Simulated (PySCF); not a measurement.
## Orbital picture of NaN

PBE0 at R = 2.273 Å; Na 6-31G(d,p), N 6-31G(d,p); no relativity (PySCF 2.14). State: ³Π (triplet), unpaired electrons σ ↑, π ↑, a second solution, started from another occupation. Only the outer orbitals are listed, counted within each symmetry.

```csv
spin,orbital,occ.,ε (eV),on Na (%),main shells (%)
α,1π,1,-33.19,100,100 Na p
α,1π,1,-33.15,100,100 Na p
α,4σ,1,-33.13,100,100 Na p
α,5σ,1,-18.06,2,98 N s
α,6σ,1,-6.31,11,89 N p
α,2π,1,-5.99,4,96 N p
α,2π,1,-4.49,8,92 N p
α,7σ,0,-1.84,97,"78 Na s, 19 Na p"
α,3π,0,0.14,98,98 Na p
α,3π,0,0.17,95,95 Na p
β,1π,1,-33.17,100,100 Na p
β,1π,1,-33.15,100,100 Na p
β,4σ,1,-33.08,100,100 Na p
β,5σ,1,-14.09,4,96 N s
β,2π,1,-2.96,21,"79 N p, 20 Na p"
β,6σ,0,-2.03,96,"81 Na s, 15 Na p"
β,2π,0,-0.31,79,"79 Na p, 21 N p"
β,3π,0,0.18,84,"82 Na p, 16 N p"
```

Problem. Which are the highest filled and the lowest empty level, where do they sit, and how wide is the gap?

Solution. Highest filled β 2π at -2.96 eV (in %: 79 N p, 20 Na p); lowest empty β 6σ at -2.03 eV (in %: 81 Na s, 15 Na p); the gap at PBE0 is 0.93 eV.

```json
{
 "bond order (Mayer)": "0.85",
 "⟨S²⟩": "2.045",
 "charge on Na (Mulliken, basis-dependent)": "0.51",
 "charge on Na (Löwdin, basis-dependent)": "0.28",
 "dipole moment (positive dipole means Na(−)N(+))": "-7.36 D"
}
```
